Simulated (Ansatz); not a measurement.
Start from `CC(C)C` and change one atom or group to get `CC(C)CO`.

Ansatz, PBE0-D4/def2-TZVP geometries, multiplicity 1. Each molecule was computed in one conformer, which needn't be the lowest.

| property | `CC(C)C` |
| --- | --- |
| HOMO energy (B3LYP/def2-TZVPP) / eV | -8.80 |
| LUMO energy (PBE0/def2-TZVPP) / eV | 1.17 |
| HOMO energy (ωB97M-V/def2-TZVPP) / eV | -11.30 |
| LUMO energy (B3LYP/def2-TZVPP) / eV | 0.83 |
| HOMO–LUMO gap (PBE0/def2-TZVPP) / eV | 10.14 |
| LUMO energy (ωB97M-V/def2-TZVPP) / eV | 2.59 |

Give the same properties after the change, and the shifts. (Estimate.)

The calculation gave: 
```
                             property  `CC(C)CO`  shift
  HOMO energy (B3LYP/def2-TZVPP) / eV      -7.49   1.31
   LUMO energy (PBE0/def2-TZVPP) / eV       0.99  -0.18
HOMO energy (ωB97M-V/def2-TZVPP) / eV     -10.15   1.15
  LUMO energy (B3LYP/def2-TZVPP) / eV       0.64  -0.19
 HOMO–LUMO gap (PBE0/def2-TZVPP) / eV       8.71  -1.43
LUMO energy (ωB97M-V/def2-TZVPP) / eV       2.44  -0.15
```

With PBE0 the HOMO rises by 1.25 eV and the LUMO falls by 0.18 eV, so the gap narrows by about 1.43 eV. PBE moves the HOMO by 1.49 eV and ωB97M-V by 1.15 eV.

B3LYP here is the variant with VWN-RPA as its local correlation; programs differ in this.
